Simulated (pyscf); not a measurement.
H₂C=CH–CH=CH₂ + HCl → H₂C=CH–CH₂–CH₂–Cl (addition across a multiple bond or ene-type step; singlet surface; Cl–H broken, C–Cl, C–H formed). Structures and frequencies: ωB97X-D3(BJ)/def2-SVP in PySCF. Energies in kJ/mol from the separated reactants.

```
level                      barrier  reaction energy
----------------------  ----------  ---------------
PBE/def2-TZVP                155.6            -61.5
B3LYP-D3(BJ)/def2-TZVP       172.9            -58.3
PBE0-D3(BJ)/def2-TZVP   (withheld)       (withheld)
M06-2X/def2-TZVP             181.3            -72.5
ωB97M-D3(BJ)/def2-TZVP  (withheld)            -68.2
HF/def2-TZVP                 236.1            -48.1
```

Q: What belongs in the gaps?

A: 
- PBE0-D3(BJ)/def2-TZVP, barrier: 163.0
- PBE0-D3(BJ)/def2-TZVP, reaction energy: -78.9
- ωB97M-D3(BJ)/def2-TZVP, barrier: 181.2

The functionals in the table span 25.7 kJ/mol in this barrier, from PBE to M06-2X. This is the saddle that the search found; another between the same sides may lie lower.
